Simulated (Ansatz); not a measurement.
SrLi3: from a trial structure to a relaxed crystal

The calculation used DFT PBE, scalar-relativistic, plane waves, PAW in Ansatz. Cutoff 420 eV, Γ-centred k mesh, Gaussian smearing, no spin polarisation in the final step.

The start puts SrLi3 on the Cu3Au (L1_2) structure type (Pm-3m, No. 221), with Sr in place of Au, Li in place of Cu, at a guessed volume.

```
Li Sr
1.0
     4.06920    0.00000    0.00000
     0.00000    4.06920    0.00000
     0.00000    0.00000    4.06920
Li Sr
3 1
Direct
  0.00000 0.50000 0.50000
  0.50000 0.00000 0.50000
  0.50000 0.50000 0.00000
  0.00000 0.00000 0.00000
```

Cell and atoms relax at zero pressure; the relaxation can't lower the symmetry of the start. After a coarse first stage the cell is made exact in the group found at 0.06 Å.

Formation energies are uncorrected and refer to the elements' standard structures at the same level.

(1) Which crystal results?

(2) What are its volume, energy, density and gap?

Answers

(1) It keeps Pm-3m (No. 221). The result has the Cu3Au (L1_2) structure. Conventional cell: a = 5.006 Å. Li has 4 Sr at 3.54 Å and 8 Li at 3.54 Å; Sr is coordinated by 12 Li at 3.54 Å.

Space group Pm-3m (No. 221). a = 5.006 Å, b = 5.006 Å, c = 5.006 Å, α = 90.00°, β = 90.00°, γ = 90.00°
| atom | site | symmetry | x | y | z |
| --- | --- | --- | --- | --- | --- |
| Li | 3c | 4/mm.m | 0.0000 | 0.5000 | 0.5000 |
| Sr | 1a | m-3m | 0.0000 | 0.0000 | 0.0000 |

(2) The volume per atom is 31.36 Å³ and the density is 1.44 g/cm³. The energy over the elements is 0.11 eV/atom. The gap on the 10×10×10 mesh is 0 eV (a metal).

The final run used a 10×10×10 mesh on its 4-atom cell and 0.10 eV smearing. The k mesh leaves about 4 meV/atom of noise in metals. A structure relaxed within its symmetry needn't be a true minimum.

Cost: 3 runs of about 0.54 core-minutes in all, on Intel Xeon Platinum 8375C (Ice Lake) (shared hosts).